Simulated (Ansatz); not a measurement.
## One arrangement of a pair

The pair of H2S (SMILES S, atoms 1–3) and N2 (SMILES N#N, atoms 4–5), both closed shells, in one local arrangement (a lower one may exist), relaxed at PBE0-D4/def2-TZVP:

```xyz
5
angstrom
S 0.5228 -0.2896 -1.7881
H 0.1044 0.6565 -0.9343
H -0.7136 -0.7918 -1.9230
N 0.1643 -0.1025 2.7504
N -0.0778 0.5272 1.8950
```

Program: Ansatz 0.2.0. Basis: def2-TZVPPD, with def2-QZVPPD for the basis limit. Cores are frozen in the correlated methods. B3LYP uses VWN-RPA correlation. Extrapolation: Hartree–Fock as exp(−7.88 √X), correlation as X^−2.97. Interaction energies count from these two fragments, frozen as in the pair, with the counterpoise correction; negative means bound.

Question: What is the interaction energy by CCSD(T) at an estimated basis limit (MP2 extrapolated from triple and quadruple zeta, plus CCSD(T) − MP2 in triple zeta)? (An estimate is asked for; the value comes from the calculation.)

Answer: Computed: -2.3 kJ/mol. Hartree–Fock alone gives 1.2 kJ/mol at the basis limit, so without correlation the pair would not bind at this distance. It counts from the two fragments frozen as in the pair.

The same quantity by other methods in triple zeta, and each one's difference from that estimate:
| method | E_int (kJ/mol) | difference |
| --- | --- | --- |
| PBE-D4 | -3.2 | -0.9 |
| revPBE-D4 | -2.1 | 0.2 |
| BLYP-D4 | -1.7 | 0.6 |
| r2SCAN-D4 | -1.9 | 0.4 |
| B97M-V | -2.4 | -0.1 |
| PBE0-D4 | -2.7 | -0.4 |
| B3LYP-D4 | -2.0 | 0.2 |
| HSE06-D4 | -2.7 | -0.5 |
| wB97X-V | -2.3 | 0.0 |
| wB97M-V | -2.0 | 0.3 |
| B2PLYP | -0.8 | 1.5 |
| HF | 1.2 | 3.5 |
| MP2 | -2.4 | -0.2 |
| CCSD | -1.4 | 0.9 |
| CCSD(T) | -1.9 | 0.4 |
Differences are method less estimate.

Question: Which atoms make the shortest contact between the fragments?

Answer: H2 and N5, 2.84 Å apart.

Basis-set superposition shift (counterpoise-corrected less uncorrected): CCSD(T) 0.9; MP2 0.8; HF 0.1; PBE0-D4 0.2; wB97M-V 0.2 kJ/mol.

No T1 diagnostic of these runs exceeds 0.014.

For scale, one of the runs: CCSD(T)/def2-TZVPPD, 159 basis functions, launched by `ansatz run in.yaml --threads 2 --pin off --events-out ev --progress --plain --max-ram 5222MiB`. Time: 15 s of wall clock on 2 CPU threads of an Arm Neoverse V1; the host was shared. Peak host memory: 1.1 GiB.
